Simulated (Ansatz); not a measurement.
Na3H4, relaxed as a doublet with UKS PBE-D4/def2-TZVP in Ansatz, starting from the GFN1-xTB geometry. Force threshold 0.02 eV/Å.

The relaxation made no stability test and no search for a lower SCF solution. The structure comes from a short search, and lower isomers may exist.

Start:

Cartesian coordinates in Å:
```
Na 1.5953 0.6808 -0.6595
Na -0.3550 -1.6302 -0.3006
Na -0.9576 1.0101 0.9714
H 0.7565 1.9837 0.5819
H -1.4549 -0.9493 1.2966
H -1.0759 0.1820 -0.8904
H 1.4916 -1.2772 -0.9994
```

```json
{"step": "1", "energy (eV)": "-13301.0399", "largest force component (eV/Å)": "0.841", "SCF passes": "19"}
{"step": "2", "energy (eV)": "-13301.2819", "largest force component (eV/Å)": "0.111", "SCF passes": "20"}
{"step": "3", "energy (eV)": "-13301.3801", "largest force component (eV/Å)": "0.145", "SCF passes": "20"}
{"step": "4", "energy (eV)": "-13301.4021", "largest force component (eV/Å)": "0.188", "SCF passes": "20"}
{"step": "5", "energy (eV)": "-13301.4406", "largest force component (eV/Å)": "0.204", "SCF passes": "20"}
{"step": "6", "energy (eV)": "-13301.5436", "largest force component (eV/Å)": "0.278", "SCF passes": "18"}
{"step": "7", "energy (eV)": "-13301.7137", "largest force component (eV/Å)": "0.508", "SCF passes": "20"}
{"step": "8", "energy (eV)": "-13301.9788", "largest force component (eV/Å)": "0.308", "SCF passes": "20"}
{"step": "9 (rejected)", "energy (eV)": "-13301.8159", "largest force component (eV/Å)": "4.645", "SCF passes": "20"}
{"step": "10", "energy (eV)": "-13302.1177", "largest force component (eV/Å)": "0.370", "SCF passes": "17"}
{"step": "11", "energy (eV)": "-13302.2466", "largest force component (eV/Å)": "0.263", "SCF passes": "17"}
{"step": "12", "energy (eV)": "-13302.3928", "largest force component (eV/Å)": "0.479", "SCF passes": "17"}
{"step": "13", "energy (eV)": "-13302.5169", "largest force component (eV/Å)": "0.254", "SCF passes": "16"}
{"step": "14", "energy (eV)": "-13302.6114", "largest force component (eV/Å)": "0.151", "SCF passes": "17"}
{"step": "15", "energy (eV)": "-13302.6745", "largest force component (eV/Å)": "0.170", "SCF passes": "17"}
{"step": "16", "energy (eV)": "-13302.7113", "largest force component (eV/Å)": "0.127", "SCF passes": "17"}
{"step": "17", "energy (eV)": "-13302.7228", "largest force component (eV/Å)": "0.022", "SCF passes": "16"}
{"step": "18", "energy (eV)": "-13302.7270", "largest force component (eV/Å)": "0.034", "SCF passes": "17"}
{"step": "19 (rejected)", "energy (eV)": "-13302.6981", "largest force component (eV/Å)": "0.852", "SCF passes": "16"}
{"step": "20", "energy (eV)": "-13302.7299", "largest force component (eV/Å)": "0.041", "SCF passes": "17"}
{"step": "21 (rejected)", "energy (eV)": "-13302.7213", "largest force component (eV/Å)": "0.544", "SCF passes": "16"}
{"step": "22", "energy (eV)": "-13302.7323", "largest force component (eV/Å)": "0.017", "SCF passes": "17"}
{"step": "23", "energy (eV)": "-13302.7335", "largest force component (eV/Å)": "0.058", "SCF passes": "17"}
{"step": "24", "energy (eV)": "-13302.7342", "largest force component (eV/Å)": "0.138", "SCF passes": "17"}
{"step": "25", "energy (eV)": "-13302.7348", "largest force component (eV/Å)": "0.095", "SCF passes": "18"}
{"step": "26", "energy (eV)": "-13302.7355", "largest force component (eV/Å)": "0.005", "SCF passes": "17"}
{"step": "27", "energy (eV)": "-13302.7356", "largest force component (eV/Å)": "0.006", "SCF passes": "17"}
{"step": "28", "energy (eV)": "-13302.7357", "largest force component (eV/Å)": "0.005", "SCF passes": "17"}
```

Force components are those of the run's own axes.

End:

| atom | x (Å) | y (Å) | z (Å) |
| --- | --- | --- | --- |
| Na1 | 1.1839 | 0.7179 | -0.9342 |
| Na2 | 0.6348 | -2.2201 | 0.7694 |
| Na3 | -0.0670 | 0.8849 | 2.2665 |
| H4 | 0.5875 | 1.9229 | 0.6210 |
| H5 | -1.6570 | -0.0981 | -0.5712 |
| H6 | -2.0059 | 0.1257 | -1.2028 |
| H7 | 1.3236 | -1.3331 | -0.9488 |

Bonds lost: Na2–H5, Na2–H6, Na3–H5, Na3–H6 (atoms count from 1). The end holds 2 separate pieces.

The force fell under the threshold at step 22, but the optimiser went on and released 0.003 eV more. No frequencies were taken in this run, so the end may be a saddle point.

Run time 32 s (4 threads of Arm Neoverse V2 on a shared host).
